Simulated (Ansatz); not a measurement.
Program: Ansatz 0.2.0.

A structure relaxed at PBE0-D4/def2-TZVP, charge 0, multiplicity 1:

```xyz
8

F     1.0011    1.0447    1.9929
C     0.3533    0.4850    1.0063
C     0.6281    0.3492   -0.2877
C    -0.5424   -0.5253   -0.5997
F    -1.4158   -0.0551   -1.5253
S    -1.1551   -0.4042    1.1609
H     1.4444    0.6728   -0.9148
H    -0.3134   -1.5672   -0.8326
```

Q: Give its formula and SMILES.

A: C3H2F2S, `FC1=CC(F)S1`.

Q: Summarise the bond lengths by kind.

A: 2 × C–F 1.306 to 1.357 Å; 2 × C–C 1.330 to 1.494 Å; 2 × C–S 1.758 to 1.868 Å; 2 × C–H 1.079 to 1.092 Å.
